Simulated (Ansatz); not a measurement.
A made-up structure of CH$_{4}$LiSi, doublet:

Li1  (-1.943, -0.397, 0.416)
C2  (-0.292, -0.088, -0.808)
Si3  (0.466, 0.124, 0.800)
H4  (0.485, 0.123, 2.220)
H5  (-0.499, 0.782, -1.429)
H6  (0.941, 1.492, 1.157)
H7  (1.448, -0.910, 1.235)
(Å)

It is relaxed with PBE-D4/def2-SVP and then PBE0-D4/def2-TZVP (Ansatz 0.2.0). Atoms count as bonded within 1.22 times the sum of their covalent radii (H–H: 0.88 Å). The end point is not checked to be a true minimum.

(1) Does its bonding change? (Judge from chemistry; the calculation decides.)

Results:

(1) Computed: Yes. Formed: none; broken: Li1–Si3.

Where it ends: The first stage lowers the energy by 2.61 eV in 15 steps. It ends as CH₄LiSi ([Li][CH][SiH3]):
```xyz
7
angstrom
Li -2.4386 -0.3938 0.0968
C -0.6319 0.1040 -0.3229
Si 0.6722 0.2403 0.9577
H 0.1309 -0.0919 2.3181
H -0.2305 0.3423 -1.3162
H 1.2665 1.6115 1.0961
H 1.8375 -0.6850 0.7621
```

Labels in which every atom is bracketed show which atoms are joined, not bond orders.

For scale, one of the runs: PBE0-D4/def2-TZVP relaxation, 106 basis functions, launched by `ansatz run in.yaml --threads 2 --pin off --events-out ev --progress --plain --max-ram 4352MiB`. Hardware: 2 CPU threads of an Arm Neoverse V1, shared host. Wall time about 21 s.
